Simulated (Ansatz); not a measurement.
The first iterations of a band of C₂H₇NS (11 atoms, charge 0, multiplicity 1).

Computed with RKS CAM-B3LYP-D4/def2-SVP in Ansatz.

```yaml
movable_images: 7
climbing_image: yes
spring: 5.0 eV/Å²
optimiser: quadratic models (default)
start_path: through a guess of the saddle point
force_threshold: 0.05 eV/Å
iteration_limit: 60
end_points: relaxed
```

Image 0:

```xyz
11
Properties=species:S:1:pos:R:3
C -0.595 1.464 0.112
N -0.463 0.090 0.537
C 0.571 -0.643 -0.136
S 0.734 -2.273 0.678
H -1.421 1.944 0.657
H -0.782 1.593 -0.975
H 0.324 2.023 0.354
H -1.347 -0.410 0.472
H 1.515 -0.083 -0.042
H 0.395 -0.806 -1.220
H 1.133 -2.954 -0.415
```

Image 8:

```xyz
11
Properties=species:S:1:pos:R:3
C -0.806 1.638 -0.191
N -0.535 0.255 0.353
C 0.704 -0.457 -0.078
S 0.958 -2.081 0.698
H -0.536 0.303 1.376
H -0.801 1.504 -1.290
H 0.099 2.217 0.073
H -1.344 -0.330 0.130
H 1.550 0.180 0.207
H 0.678 -0.520 -1.172
H 0.099 -2.766 -0.086
```

| iteration | highest image above the first end (eV) | largest band force component (eV/Å) |
| --- | --- | --- |
| 1 | 9.733 | 31.583 |
| 2 | 4.289 | 7.740 |
| 3 | 3.792 | 4.129 |
| 4 | 3.575 | 1.707 |
| 5 | 3.318 | 1.467 |

Does the band converge within its limit, and where does its top end?

The forces met the threshold. It ended after 16 iterations with the highest image 3.592 eV above the first end. A structure lower than the first end lies on the path between it and the top, so the climb from that side starts below the end, which may itself be a saddle point or a shallow side well. Neighbouring images differ by up to 1.8 eV, so the band resolves the path poorly. A vibrational analysis at the climbing image gives one clearly imaginary mode, 1523i cm⁻¹: a first-order saddle point. The orbitals stay closed-shell, which can raise the energy where a bond breaks towards radicals; this wasn't checked here.

Run time: 3.2 min on 2 threads of Intel(R) Xeon(R) Platinum 8488C (Sapphire Rapids), with other jobs on the host, peak memory 0.25 GiB.
